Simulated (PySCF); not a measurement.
**Excitation energies in several basis sets**

C4H6.
SMILES: `C=CC=C`

TDDFT with PBE0 (PySCF), vertical singlets, core orbitals frozen in the response, spherical d and f functions. One conformer (not necessarily the lowest) at the PBE0-D3(BJ)/def2-SVP geometry, without solvent, vibrations or thermal averaging.

How do the low singlets change with the basis? Take 6-31G*, 6-31+G*, def2-SVP, aug-cc-pVDZ, def2-TZVP and def2-TZVPD.

| basis | functions | diffuse | S1 (eV) | S2 (eV) | S3 (eV) | S4 (eV) | S5 (eV) | LUMO (eV) | α (au) |
| --- | --- | --- | --- | --- | --- | --- | --- | --- | --- |
| 6-31G* | 68 | no | 6.11 | 7.39 | 7.42 | 8.37 | 8.47 | -0.47 | 44.2 |
| 6-31+G* | 84 | yes | 5.74 | 6.34 | 6.59 | 6.63 | 6.83 | -0.88 | 53.1 |
| def2-SVP | 86 | no | 6.03 | 7.21 | 7.32 | 7.74 | 8.06 | -0.75 | 47.1 |
| aug-cc-pVDZ | 146 | yes | 5.69 | 5.96 | 6.21 | 6.31 | 6.75 | -0.95 | 57.2 |
| def2-TZVP | 160 | no | 5.83 | 7.08 | 7.13 | 7.41 | 7.66 | -0.90 | 53.4 |
| def2-TZVPD | 202 | yes | 5.77 | 6.35 | 6.57 | 6.70 | 6.94 | -0.94 | 57.0 |

States are compared by their number. Against the largest diffuse basis here (def2-TZVPD, itself not a converged limit), sets without diffuse functions differ by up to 0.34 eV in S1 and 1.54 eV in S5; the smaller diffuse sets differ by up to 0.08 and 0.19 eV. State by state, the largest deviation of a set without diffuse functions is S1 0.34, S2 1.04, S3 0.84, S4 1.67, S5 1.54 eV. The same number needn't mean the same state in each row. Against def2-TZVPD the polarisability deviates by -22% in 6-31G*, -7% in 6-31+G*, -17% in def2-SVP, 0% in aug-cc-pVDZ, -6% in def2-TZVP. A single + in a Pople set puts diffuse functions on heavy atoms only.
